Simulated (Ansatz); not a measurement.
Basis-set extrapolation for CH4FSi, SMILES `[CH2][SiH2]F` radical (PBE0-D4/def2-TZVP geometry, frozen core, Ansatz). Multiplicity 2, UHF reference.

```
                      def2-TZVPP   def2-QZVPP
                 HF  -428.669009  -428.685166
    MP2 correlation    -0.515685    -0.559708
CCSD(T) correlation    -0.565186      not run
```

Energies in hartree. Use E(X) = E(∞) + A·exp(−7.88·√X) for Hartree–Fock and E(X) = E(∞) + B·X^(−2.97) for correlation, with X = 3 and 4, and add CCSD(T) minus MP2 of the smaller set to the MP2 limit.

Task: What is the CCSD(T) energy at the basis-set limit?

Result: HF limit: -428.685166 + (-0.016157) × 0.13774 = -428.68739. MP2 limit: -0.559708 + (-0.044023) × 0.74074 = -0.59232. Higher-order term: -0.565186 − (-0.515685) = -0.04950. Total: -429.32921 hartree, 249.5 kJ/mol below CCSD(T)/def2-TZVPP.
